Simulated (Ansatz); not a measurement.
Geometry optimisation, RKS B3LYP-D4/def2-TZVP in Ansatz.

input.yaml

```yaml
crystal:
  periodic: [false, false, false]
  atoms:
    - { symbol: "N", position_ang: [-0.98842, -1.81268, 0.32746] }
    - { symbol: C, position_ang: [0.02054, -1.14418, -0.0734] }
    - { symbol: Si, position_ang: [0.4559, 0.64336, -0.16063] }
    - { symbol: H, position_ang: [-1.82179, -1.30582, 0.71236] }
    - { symbol: H, position_ang: [0.78896, 0.88305, -1.5994] }
    - { symbol: H, position_ang: [-0.19128, 1.97361, 0.18963] }
    - { symbol: H, position_ang: [1.73609, 0.76267, 0.60399] }
total_charge: -1
basis:
  gaussian: { orbitals: def2-TZVP }
hamiltonian:
  xc: b3lyp
  dispersion: d4
relax:
  f_tol: 0.015
  max_steps: 40
```

Run as:

```bash
$ ansatz run input.yaml --threads 2 --pin off --max-ram 3072MiB --backend cpu --events-out ev --progress --plain --runs-dir out
```

Q: Where does it end, and by what steps?

A: It converged. Limits of this set-up: an anion without diffuse functions. After 8 steps the energy has fallen by 0.058 eV; C2 moved furthest, 0.07 Å.

| step | energy less start (eV) | largest force component (eV/Å) | accepted |
| --- | --- | --- | --- |
| 0 | 0.0000 | 0.585 | yes |
| 1 | -0.0388 | 0.307 | yes |
| 2 | -0.0505 | 0.240 | yes |
| 3 | -0.0537 | 0.199 | yes |
| 4 | -0.0512 | 0.270 | no |
| 5 | -0.0578 | 0.140 | yes |
| 6 | -0.0578 | 0.057 | no |
| 7 | -0.0580 | 0.036 | yes |
| 8 | -0.0580 | 0.010 | yes |

```xyz
7
Properties=species:S:1:pos:R:3
N -1.016 -1.847 0.336
C 0.020 -1.219 -0.075
Si 0.449 0.649 -0.158
H -1.781 -1.250 0.697
H 0.808 0.889 -1.596
H -0.229 2.007 0.208
H 1.748 0.770 0.587
```

Whether the end is a true minimum wasn't checked by a vibrational analysis.

Run time: 16 s on 2 threads of Intel(R) Xeon(R) Platinum 8375C CPU @ 2.90GHz (Ice Lake), on a shared host, peak memory 0.21 GiB.
